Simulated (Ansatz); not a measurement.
Basis-set extrapolation for CH$_{5}$NO (`CON`) (PBE0-D4/def2-TZVP geometry, frozen core, Ansatz 0.2.0). Multiplicity 1, RHF reference.

|  | cc-pV(T+d)Z | cc-pV(Q+d)Z |
| --- | --- | --- |
| HF | -170.079326 | -170.092297 |
| MP2 correlation | -0.635158 | -0.680722 |
| CCSD(T) correlation | -0.684020 | -0.725722 |

Energies in hartree. Use E(X) = E(∞) + A·exp(−5.46·√X) for Hartree–Fock and E(X) = E(∞) + B·X^(−3.05) for correlation, with X = 3 and 4.

What is the CCSD(T) energy at the basis-set limit?

HF limit: -170.092297 + (-0.012971) × 0.30130 = -170.09621. Correlation limit: -0.725722 + (-0.041702) × 0.71189 = -0.75541. Total: -170.85162 hartree, 231.8 kJ/mol below CCSD(T)/cc-pV(T+d)Z.
